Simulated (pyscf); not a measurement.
Optimised with ωB97X-D3(BJ)/def2-SVP in PySCF. MP2 and CC: frozen core, UHF for open shells. ΔMP2 is the change of the MP2 total energy from the triple- to the quadruple-zeta basis.

Q: Estimate by transition-state theory the rate constant of `[OH][B]([F])[Cl]` + `[ClH]` -> `[OH][B]([Cl])[Cl]` + `[FH]` (singlet surface; B–F, Cl–H broken, B–Cl, F–H formed) at 1200 K, with CCSD(T)/def2-TZVPP + ΔMP2(QZVPP) energies (ideal gas, 1 atm, RRHO with modes under 100 cm⁻¹ raised to 100, one conformer, R ln 2 for rigid chiral ones; no tunnelling).

A: The electronic barrier is 35.0 kcal/mol and the thermal terms add +39.0, so ΔG‡ = 74.0 kcal/mol. With k_BT/h = 2.50e+13 s⁻¹ and RT = 2.385 kcal/mol, and a volume of 1.64e-19 cm³ per molecule at 1 atm, k = 1.4e-19 cm³ molecule⁻¹ s⁻¹. Wigner's tunnelling factor for 885i cm⁻¹ would be 1.05. A shift of 1 kcal/mol in the barrier changes k by a factor 1.5. One saddle was located; it need not be the lowest between these sides. The CCSD(T) − MP2 part came from Ansatz, without density fitting, on the same reference.
